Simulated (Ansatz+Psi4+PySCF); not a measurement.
# doublet N₂O(-): levels of theory in one basis

```xyz
3

N     0.2409   -0.5339   -1.0838
N     0.0119   -0.0264   -0.0535
O    -0.2212    0.4903    0.9952
```

Basis set: aug-cc-pVTZ (spherical functions). Left uncorrelated: 3 orbitals. Correlation on ROHF uses semicanonical orbitals with singles. Charge -1, multiplicity 2.

Computed with Ansatz (development build ahead of 0.2.0) and Psi4 1.11; each method stands on the lowest determinant of its kind that the runs found.

| method | E − E(ROHF) (eV) | <S²> of the determinant |
| --- | --- | --- |
| ROHF | 0.00 | 0.75 |
| UHF | -0.06 | 1.05 |
| ROHF-MP2 | -18.64 | – |
| UHF-MP2 | -17.70 | 1.05 |

The restricted and unrestricted rows may stand on different electronic states: another unrestricted solution lies nearer the restricted one.

Caution for UHF, UHF-MP2: the unrestricted determinant is spin contaminated. Caution for UHF, ROHF-MP2, UHF-MP2: the determinant may break the point group. Caution for UHF-MP2: another reference gives a lower total.
